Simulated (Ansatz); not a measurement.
# HF/3-21G run of BH3O2 (SMILES OBO)

What is the energy change on altering one bond length of BH3O2 at HF/3-21G? 

Program for the calculation: Ansatz 0.2.0.

54 further runs of the same task are left out: 54 set aside as unsound or not needed.

**1. The system as given**

BH3O2 has 6 atoms, charge 0, and is taken as a singlet. As SMILES, `OBO`. The shape is that of a PBE0-D4/def2-TZVP optimisation. This is one conformer, not always the lowest.

Bond lengths: O1–B2 1.356 Å, B2–O3 1.356 Å, O1–H4 0.958 Å, B2–H5 1.204 Å, O3–H6 0.958 Å. Angles: O1–B2–O3 116.8°, O1–B2–H5 121.6°, O3–B2–H5 121.6°, B2–O1–H4 112.7°, B2–O3–H6 112.7°.

**2. A single-point energy at HF/3-21G**

File run.yaml:

```yaml
basis:
  gaussian:
    orbitals: 3-21G.json
crystal:
  periodic: [false, false, false]
  atoms:
    - {symbol: O, position_ang: [-1.176200, -0.524500, -0.251800]}
    - {symbol: B, position_ang: [0.049500, 0.028100, -0.072900]}
    - {symbol: O, position_ang: [0.580600, -0.053800, 1.172500]}
    - {symbol: H, position_ang: [-1.494700, -0.433500, -1.150600]}
    - {symbol: H, position_ang: [0.637800, 0.565600, -0.976100]}
    - {symbol: H, position_ang: [1.445200, 0.354100, 1.232800]}
hamiltonian:
  xc: hf
accuracy: high
output:
  orbitals: {seedname: orbitals}
```

The basis set 3-21G is read from a file made from the Basis Set Exchange's data (not shown).

On the command line:

```bash
$ ansatz run run.yaml --threads 1 --pin off --max-ram 3480MiB --events-out events.jsonl --progress --plain --runs-dir runs
```

The log of the run:

```text
Warning: RAYON_NUM_THREADS=1 ignored (pool sized by the plan → 1); use --threads N
Functional definition: HF
  name "HF"
  exchange = exact_x
  correlation = 0
683 factors; integrals over basis functions are off by at most 7.4e-9 eV
mean field evaluation 1: about -4766.9894 eV, gradient 3.6e1 eV
mean field evaluation 2: about -4766.9889 eV, gradient 3.6e1 eV
mean field evaluation 4: about -4769.5483 eV, gradient 1.9e0 eV
mean field evaluation 8: about -4769.5610 eV, gradient 2.4e-4 eV
mean field -4769.56095545 eV, -175.2781321881 hartree, gradient 1.6e-8 eV, S^2 0.000000; 0 other end points of the search recorded, 0 dependent functions left out
reference -4769.56095545 eV, -175.2781321881 hartree; 12, 12 occupied and 21, 21 virtual orbitals, 683 factors
Total energy: -4769.56095545 eV, -175.2781321881 hartree
```

Run time: 0.14 s. Hardware: 1 thread of AMD EPYC 9R45 (Zen 5), shared host.

**3. The distorted shape, same level**

File in.yaml:

```yaml
crystal:
  periodic: [false, false, false]
  atoms:
    - symbol: O
      position_ang: [-1.543939, -0.690293, -0.305474]
    - symbol: B
      position_ang: [0.049500, 0.028100, -0.072900]
    - symbol: O
      position_ang: [0.580600, -0.053800, 1.172500]
    - symbol: H
      position_ang: [-1.862439, -0.599293, -1.204274]
    - symbol: H
      position_ang: [0.637800, 0.565600, -0.976100]
    - symbol: H
      position_ang: [1.445200, 0.354100, 1.232800]
basis:
  gaussian: {orbitals: 3-21G.json}
total_charge: 0
hamiltonian: {xc: hf}
accuracy: high
output: {orbitals: {seedname: orbitals}}
```

The basis set 3-21G is read from a file made from the Basis Set Exchange's data (not shown).

On the command line:

```bash
$ ansatz run in.yaml --threads 1 --pin off --max-ram 3480MiB --events-out events.jsonl --progress --plain --runs-dir runs
```

The log of the run:

```text
Warning: RAYON_NUM_THREADS=1 ignored (pool sized by the plan → 1); use --threads N
[... 4 set-up lines as earlier in the session ...]
668 factors; integrals over basis functions are off by at most 8.6e-9 eV
mean field evaluation 1: about -4764.3085 eV, gradient 4.0e1 eV
mean field evaluation 2: about -4764.3063 eV, gradient 4.0e1 eV
mean field evaluation 4: about -4767.7285 eV, gradient 2.4e0 eV
mean field evaluation 8: about -4767.7576 eV, gradient 9.5e-2 eV
mean field -4767.75769661 eV, -175.2118636483 hartree, gradient 1.7e-8 eV, S^2 0.000000; 0 other end points of the search recorded, 0 dependent functions left out
reference -4767.75769661 eV, -175.2118636483 hartree; 12, 12 occupied and 21, 21 virtual orbitals, 668 factors
Total energy: -4767.75769661 eV, -175.2118636483 hartree
```

Run time: 0.12 s. Hardware: 1 thread of AMD EPYC 9R45 (Zen 5), shared host.

**4. Results**

At HF/3-21G:

```
                                                         quantity          value
                                        first shape: total energy  -175.27813 Eh
                                         first shape: HOMO energy      -12.83 eV
                                         first shape: LUMO energy        5.54 eV
                                       first shape: HOMO–LUMO gap       18.37 eV
                                    distorted shape: total energy  -175.21186 Eh
                                     distorted shape: HOMO energy      -11.97 eV
                                     distorted shape: LUMO energy        4.06 eV
                                   distorted shape: HOMO–LUMO gap       16.04 eV
energy change with the O1–B2 bond stretched from 1.356 to 1.763 Å       1.803 eV
```

**Reading.** With the O1–B2 bond stretched from 1.356 to 1.763 Å the energy rises by 1.80 eV (42 kcal/mol). The first shape isn't relaxed at this level, so the change isn't measured from a minimum.
